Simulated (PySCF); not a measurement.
Molecule: `C(#C)C(C)(C)F`, C5H7F.

Molfile (atoms numbered from 1):
```
C5H7F
     RDKit          3D

 13 12  0  0  0  0  0  0  0  0999 V2000
    2.4129    0.6796    0.2993 C   0  0  0  0  0  0  0  0  0  0  0  0
    1.2203    0.4764    0.2955 C   0  0  0  0  0  0  0  0  0  0  0  0
   -0.2272    0.2142    0.2757 C   0  0  0  0  0  0  0  0  0  0  0  0
   -0.8285    0.6174   -1.0621 C   0  0  0  0  0  0  0  0  0  0  0  0
   -0.5150   -1.2360    0.6327 C   0  0  0  0  0  0  0  0  0  0  0  0
   -0.8219    1.0065    1.2519 F   0  0  0  0  0  0  0  0  0  0  0  0
    3.4715    0.8631    0.3061 H   0  0  0  0  0  0  0  0  0  0  0  0
   -0.6368    1.6818   -1.2539 H   0  0  0  0  0  0  0  0  0  0  0  0
   -0.3914    0.0266   -1.8790 H   0  0  0  0  0  0  0  0  0  0  0  0
   -1.9150    0.4495   -1.0383 H   0  0  0  0  0  0  0  0  0  0  0  0
   -1.6025   -1.3983    0.6499 H   0  0  0  0  0  0  0  0  0  0  0  0
   -0.0621   -1.9149   -0.1032 H   0  0  0  0  0  0  0  0  0  0  0  0
   -0.1048   -1.4663    1.6252 H   0  0  0  0  0  0  0  0  0  0  0  0
  1  2  3  0
  2  3  1  0
  3  4  1  0
  3  5  1  0
  3  6  1  0
  1  7  1  0
  4  8  1  0
  4  9  1  0
  4 10  1  0
  5 11  1  0
  5 12  1  0
  5 13  1  0
M  END
```

Geometry PBE0-D3(BJ)/def2-SVP throughout; GIAO in PySCF 2.14, gas phase, one conformer, non-relativistic; equivalent atoms averaged; basis pcSseg-1.

For orientation, CAM-B3LYP gives these shifts δ (against TMS, CFCl3 at the same level): C1 81.2, C2 89.0, C3 86.3, C4/C5 31.6, F6 -155.0, H7 2.44, H8/H9/H10/H11/H12/H13 1.54 ppm.

A run gave: C1 86.0, C2 90.9, C3 84.5, C4/C5 30.8, F6 -147.0, H7 2.54, H8/H9/H10/H11/H12/H13 1.52 ppm (shifts δ (against TMS, CFCl3 at the same level)).

**Question.** Which functional was used in that run?
A. B97-2
B. OPBE
C. LC-wPBE
D. KT2
E. KT3

**Answer.** C. C1 tells them apart best: LC-wPBE gives 86.0, KT2 gives 71.0, OPBE gives 73.9, B97-2 gives 76.9, KT3 gives 68.2 ppm.
